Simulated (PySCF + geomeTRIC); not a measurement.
Species: HO, SMILES `[OH]` (charge 0, multiplicity 2).

Q: Give a relaxed geometry from PySCF + geomeTRIC with BP86-D3(BJ)/def2-SVP.

A: the end point of this relaxation (outside a Z-matrix the atoms follow the SMILES, hydrogens last).
Bonds (Å): O1–H2 0.991.
